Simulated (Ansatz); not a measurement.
acetylene (SMILES C#C) moved off its minimum; all values from Ansatz (a quantum-chemistry and plane-wave program), cores frozen in correlated methods.
(charge 0, multiplicity 1)
```xyz
4

C      0.02242     0.00590    -0.64158
C      0.01259    -0.01002     0.58041
H      0.06938     0.03649    -1.64810
H     -0.01396    -0.04723     1.68016
```

Forces at wB97M-V/def2-TZVPP (eV/Å):

```
atom      Fx      Fy      Fz
----  ------  ------  ------
C1    -0.038  -0.064   5.363
C2    -0.062  -0.064  -1.435
H3     0.064   0.061  -2.571
H4     0.036   0.067  -1.358
```

Give the forces (eV/Å), the total energy and the dipole at CCSD(T)/aug-cc-pVTZ.


```csv
atom,Fx,Fy,Fz
C1,-0.045,-0.056,3.782
C2,-0.058,-0.072,0.120
H3,0.074,0.066,-2.610
H4,0.030,0.061,-1.292
```
Energy -77.1885 hartree, dipole 0.09 D.
